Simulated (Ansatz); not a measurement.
Compare A (`C#C/C=C/C`) with its isomer B (`C=C1C=C1C`).

Isolated molecules relaxed with PBE0-D4/def2-TZVP in Ansatz; ΔE leaves out vibrations. CBS: MP2 limit from def2 TZ/QZ plus the TZ coupled-cluster correction, frozen cores. Functionals use def2-TZVPP.

**Question.** Which isomer does CCSD(T)/CBS put lower? Give the gap. (An estimate is asked.)

**Answer.** The calculation gave: A, by 85.1 kJ/mol.

**Question.** Give E(B) − E(A) in kJ/mol with ωB97M-V, B2PLYP, MP2/def2-TZVPP, LDA (SPW92), CCSD(T)/def2-SVP, BLYP-D4, CCSD/def2-TZVPP. (An estimate is asked.)

**Answer.** The calculation gave: ωB97M-V 68.9, B2PLYP 83.9, MP2/def2-TZVPP 84.8, LDA (SPW92) 45.7, CCSD(T)/def2-SVP 82.6, BLYP-D4 82.4, CCSD/def2-TZVPP 85.9. None reverses the order clearly.

**Question.** Does the order hold for the free energy at 298.15 K (harmonic terms from PBE0-D4)? (Estimate.)

**Answer.** Computed: Yes: G(B) − G(A) = +85.4 kJ/mol.

Largest T1 diagnostic: 0.012.

From r2SCAN to r2SCAN0 (25 % exact exchange), in def2-TZVPP and without D4, E(B) − E(A) moves by −5.7 kJ/mol. Leaving LDA and LC-ωPBE aside and taking each functional with its dispersion term where it has one, the values spread over 31.2 kJ/mol, from PBE0-D4 to B2PLYP. LDA lies −12.4 kJ/mol from PBE without D4.
